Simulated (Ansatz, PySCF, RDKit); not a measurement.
Noncovalent pair: CH3Cl (SMILES CCl) (first 5 atoms) with HCl (SMILES Cl); geometry from NCB31 set.
(charge 0, multiplicity 1):
| atom | x (Å) | y (Å) | z (Å) |
|---|---|---|---|
| C | -1.4951 | 1.1258 | 0.0000 |
| Cl | -1.4025 | -0.6625 | 0.0001 |
| H | -0.4811 | 1.5184 | -0.0012 |
| H | -2.0272 | 1.4352 | 0.8953 |
| H | -2.0292 | 1.4349 | -0.8942 |
| Cl | 2.1396 | 0.0373 | -0.0001 |
| H | 0.9770 | -0.5141 | 0.0001 |

Monomers are frozen at their geometry in the pair; levels with a basis set take the counterpoise correction. RDKit's UFF carries no charges.

Rows in 6-31G* carry no dispersion term and start afresh at each structure (6-31G* with six Cartesian d functions).

Run with Ansatz (an electronic-structure program) with Gaussian orbitals; PySCF for 6-31G* rows, the dispersion terms; RDKit for the force fields. Each number belongs to the level named beside it.

Problem. One of these levels gives -12.3 kJ/mol for the interaction energy. Which?
A. HF/6-31G*
B. UFF
C. revPBE-D4/def2-TZVPPD
D. PBE0/def2-TZVPPD

Solution. D, PBE0/def2-TZVPPD. The others give 19.0 (UFF), -1.6 (HF/6-31G*), -15.2 (revPBE-D4/def2-TZVPPD)
